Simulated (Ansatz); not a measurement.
**Palladium, fcc: convergence with Gaussian smearing**

Computed with Ansatz, r²SCAN, scalar-relativistic PAW, on the relaxed cell (a = 3.912 Å; spin not included). Errors count from a run at 500 eV on a Γ-centred 23×23×23 mesh with Fermi-Dirac smearing of 0.1 eV, extrapolated to zero width. Fixed here: cutoff 500 eV, mesh 14×14×14. The SCF starts from atomic densities corrected by a trained network.

```tsv
width (eV)	E(σ→0) error (meV/atom)	F error (meV/atom)	P (GPa)	SCF iterations
0.01	13.2	13.1	-0.27	7
0.03	13.2	12.6	-0.28	8
0.1	13.0	6.1	-0.25	8
0.2	10.5	-12.7	-0.08	8
0.3	4.5	-39.1	0.12	8
0.6	-24.9	-142.8	0.75	8
1.0	-68.1	-323.5	1.99	8
```
